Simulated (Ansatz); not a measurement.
Start from `FC(S)NP` and change one atom or group to get `O=CC(F)S`.

Ansatz, PBE0-D4/def2-TZVP geometries, multiplicity 1. Each molecule was computed in one conformer, which needn't be the lowest.

| property | `FC(S)NP` |
| --- | --- |
| size of the dipole moment (ωB97M-V/def2-TZVPP) / D | 0.87 |
| HOMO–LUMO gap (PBE0/def2-TZVPP) / eV | 7.19 |
| size of the dipole moment (B3LYP/def2-TZVPP) / D | 0.90 |
| HOMO–LUMO gap (B3LYP/def2-TZVPP) / eV | 6.69 |
| ideal-gas entropy at 298 K and 1 bar (rigid rotor, harmonic PBE0-D4/def2-TZVP) / J/(mol·K) | 345 |
| LUMO energy (PBE0/def2-TZVPP) / eV | -0.19 |

**Question.** What does the change do to each property? (Best estimate.)

**Answer.** Ansatz gave: 
```tsv
property	`O=CC(F)S`	shift
size of the dipole moment (ωB97M-V/def2-TZVPP) / D	1.36	0.49
HOMO–LUMO gap (PBE0/def2-TZVPP) / eV	6.04	-1.15
size of the dipole moment (B3LYP/def2-TZVPP) / D	1.36	0.46
HOMO–LUMO gap (B3LYP/def2-TZVPP) / eV	5.51	-1.18
ideal-gas entropy at 298 K and 1 bar (rigid rotor, harmonic PBE0-D4/def2-TZVP) / J/(mol·K)	322	-23
LUMO energy (PBE0/def2-TZVPP) / eV	-1.71	-1.52
```

With PBE0 the HOMO falls by 0.38 eV and the LUMO falls by 1.52 eV, so the gap narrows by about 1.14 eV. PBE moves the HOMO by -0.35 eV and ωB97M-V by -0.40 eV. The zero-point energy changes by -43.6 kJ/mol with -6 modes. Dipoles are sizes alone; their direction can turn.

Positive LUMOs are unbound, so they and the gaps depend on the basis.

B3LYP here is the variant with VWN-RPA as its local correlation; programs differ in this.
